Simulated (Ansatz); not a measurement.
Species: thiophene, C4H4S, charge 0, multiplicity 1. 
Coordinates optimised at B3LYP-D3(BJ)/def2-TZVP (Ansatz, an electronic-structure program):
```xyz
9

S     -0.0075     0.0093     1.1889
C     -0.0031     1.2348    -0.0155
C      0.0032    -1.2349     0.0038
C      0.0061     0.7012    -1.2720
C      0.0098    -0.7210    -1.2609
H     -0.0076     2.2744     0.2670
H      0.0041    -2.2700     0.3026
H      0.0102     1.2987    -2.1721
H      0.0169    -1.3325    -2.1515
```
Charge 0, spin multiplicity 1.

Parts of the frozen-core correlation energy in 6-31G (Ansatz, hartree). Frozen orbitals: 9; correlated occupied orbitals by spin: 13 and 13; virtual: 35 and 35. No spin-orbit coupling. Non-relativistic. The restricted reference is unstable.

```csv
term,value
reference (HF),-551.18517
MP2 opposite-spin,-0.30619
MP2 same-spin,-0.10200
CCSD correlation,-0.44163
(T),-0.01620
T1 diagnostic,0.012
largest doubles amplitude,0.114
```
